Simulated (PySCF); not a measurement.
Below is a simulated gas-phase C 1s photoelectron spectrum of `C/C=C/C(=O)F`.

Every computed line was given a Gaussian of 0.8 eV full width at half maximum and an area set by the number of equivalent atoms; the highest printed point is 100. Method used: delta-SCF UKS SCAN, pcX-2 on the ionised atom, pcseg-1 elsewhere, spin-free X2C in PySCF.

```csv
binding energy (eV),intensity
290.2,0
290.4,1
290.6,6
290.8,18
291.0,42
291.2,75
291.4,100
291.6,100
291.8,74
292.0,40
292.2,16
292.4,4
292.6,1
292.8,0
293.0,0
293.2,0
293.4,0
293.6,0
293.8,0
294.0,0
294.2,0
294.4,0
294.6,2
294.8,8
295.0,19
295.2,31
295.4,37
295.6,32
295.8,19
296.0,8
296.2,2
296.4,0
296.6,0
```

**Question.** How many maxima does the curve show, and how many computed lines lie under it?

**Answer.** The curve has 2 maxima (at 291.5 and 295.4 eV). Under it lie 4 lines from 4 inequivalent carbon sites. At this width some lines have no maximum of their own.

**Question.** Decompose the envelope and assign each component. Numbering: `[CH3:1]/[CH:2]=[CH:3]/[C:4](=[O:5])[F:6]`.

**Answer.** 
| position (eV) | relative area | line | atoms | environment |
| --- | --- | --- | --- | --- |
| 291.30 | 1 | C 1s | C3 | alkene CH carbon |
| 291.57 | 1 | C 1s | C1 | allylic carbon |
| 291.60 | 1 | C 1s | C2 | alkene CH carbon |
| 295.40 | 1 | C 1s | C4 | acyl halide carbon |

**Question.** What are the centre and the root-mean-square width of the whole band?

**Answer.** The area-weighted mean of the lines is 292.47 eV. Their own spread about it is 1.70 eV (rms) and each Gaussian has σ = 0.8/2.355 = 0.34 eV; the variances add, which gives 1.73 eV.

Lowest listed C 1s: C3, bonded to C (double bond), C and H. Highest, 4.10 eV above it: C4, bonded to F, O (double bond) and C. The widest gap between neighbouring values is 3.80 eV, between 291.60 and 295.40 eV. Summing the Pauling electronegativity differences to the bonded atoms, each weighted by its formal bond order, gives -0.35 for the lowest site and +3.21 for the highest; no listed site has a larger sum than the highest. The smallest sum, -1.05, belongs to C1, 0.27 eV above the lowest. The values 291.57 and 291.60 eV lie too close for their order to be trusted.

The curve has no shake-up lines and no vibrational structure. The unrestricted hole states depart most from a pure doublet (⟨S²⟩ = 0.75; over 0.85 named) for C 1s of C2 (0.87), which makes this value less certain. Isolated species at its GFN2-xTB geometry (one conformer only).

The values belong to the conformer `[CH3:1]/[CH:2]=[CH:3]/[C:4](=[O:5])[F:6]`: C2–C3–C4–O5 -1°.
